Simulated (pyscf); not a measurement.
Cl• + F–C(Cl)(Cl)–Cl → Cl–C(Cl)(Cl)–Cl + F• (substitution at C; doublet surface; C–F broken, C–Cl formed). PySCF, gas phase, ωB97X-D3(BJ)/def2-SVP geometries. Energies in kcal/mol from the separated reactants.

```csv
level,barrier,reaction energy
ωB97X-D3(BJ)/def2-TZVP,77.1,+35.8
PBE/def2-TZVP,___,+40.8
r²SCAN/def2-TZVP,57.1,+38.8
PBE0-D3(BJ)/def2-TZVP,66.9,+36.1
M06-2X/def2-TZVP,79.7,+38.1
ωB97M-D3(BJ)/def2-TZVP,___,___
```

Problem. Complete the blanks.

Solution. 
- PBE/def2-TZVP, barrier: 49.1
- ωB97M-D3(BJ)/def2-TZVP, barrier: 76.8
- ωB97M-D3(BJ)/def2-TZVP, reaction energy: +37.7

The functionals in the table span 30.5 kcal/mol in this barrier, from PBE to M06-2X. On the product side the descent ends in what is likely a three-electron adduct, which functionals tend to overbind, 5.0 kcal/mol under the separated species and 46.3 kcal/mol under the saddle at ωB97X-D3(BJ)/def2-TZVP. The same reactants have a lower exit, to F–Cl + Cl–C•(Cl)–Cl (barrier +52.8 kcal/mol at ωB97M-D3(BJ)/def2-TZVP, against +76.8 kcal/mol here). This is the saddle that the search found; another between the same sides may lie lower. The angle at the attacked C is 156°. Left out: the spin-orbit lowering of Cl, F.
